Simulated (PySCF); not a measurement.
**Working out the ionisation energy of O**

O [He] 2s2 2p4 (3P) → O⁺ [He] 2s2 2p3 (4S). All numbers are calculated (PySCF 2.14, the non-relativistic Hamiltonian (point nucleus), in aug-cc-pVQZ). Frozen: 1s2. Energies in hartree (1 hartree = 27.21139 eV):

```
            part   O (lower)  O⁺ (upper)
             UHF  -74.817625  -74.375732
CCSD correlation   -0.173773   -0.120957
             (T)   -0.003869   -0.001960
```

Task: What does Hartree-Fock give?

Result: (-74.375732) − (-74.817625) = 0.441893 hartree = 12.025 eV.

Task: What do CCSD and CCSD(T) give?

Result: The CCSD correlation energies differ by 0.052816 hartree = 1.437 eV and the triples by 0.001909 hartree = 0.052 eV, so CCSD gives 13.462 eV and CCSD(T) 13.514 eV.

Measured between the centres of the two terms (NIST): 13.608 eV, so CCSD(T) (valence) is off by -0.094 eV.

What remains against the reference includes basis incompleteness, the frozen core and higher excitations.
